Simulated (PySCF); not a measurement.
## 17O chemical shifts

Computed data (PySCF 2.14): GFN2-xTB structure, GIAO PBE0/pcSseg-1 shieldings. A single conformation, non-relativistic, no solvent, averaged over atoms made equivalent by symmetry, fast rotation or ring inversion.

Shieldings were converted by a linear fit to measured shifts: 17O: δ = 266.70 − 0.911σ (rms 10.7 ppm, 155 shifts, 12.2 ppm with the 3 outliers that the fit left out vs liquid water, solution or neat liquid). Occasional misses reach two or three times the rms, and more in compound classes unlike the fitted ones.

Question: Give the 17O shifts of `[SiH3]SCOc1ncsn1`, `N#[N+][O-]`, `CO[C@@H](C)C(C)(C)C(=O)F`, `O=C1C=C([SiH2]F)C(=O)O1`, `COc1nnc(C)o1`.

Answer: 
| compound | environment | δ (ppm) |
| --- | --- | --- |
| [SiH3]SCOc1ncsn1 | ether oxygen | 89.0 |
| N#[N+][O-] | oxygen bonded to N | 79.4 |
| [CH3:1][O:2][C@@H:3]([CH3:4])[C:5]([CH3:6])([CH3:7])[C:8](=[O:9])[F:10] | O9: carbonyl oxygen | 376.1 |
| [CH3:1][O:2][C@@H:3]([CH3:4])[C:5]([CH3:6])([CH3:7])[C:8](=[O:9])[F:10] | O2: ether oxygen | -5.7 |
| [O:1]=[C:2]1[CH:3]=[C:4]([SiH2:5][F:6])[C:7](=[O:8])[O:9]1 | O1: ester carbonyl oxygen | 424.5 |
| [O:1]=[C:2]1[CH:3]=[C:4]([SiH2:5][F:6])[C:7](=[O:8])[O:9]1 | O8: ester carbonyl oxygen | 415.2 |
| [O:1]=[C:2]1[CH:3]=[C:4]([SiH2:5][F:6])[C:7](=[O:8])[O:9]1 | O9: ester alkoxy oxygen | 244.1 |
| [CH3:1][O:2][c:3]1[n:4][n:5][c:6]([CH3:7])[o:8]1 | O8: aromatic ring oxygen | 235.2 |
| [CH3:1][O:2][c:3]1[n:4][n:5][c:6]([CH3:7])[o:8]1 | O2: ether oxygen | 50.3 |
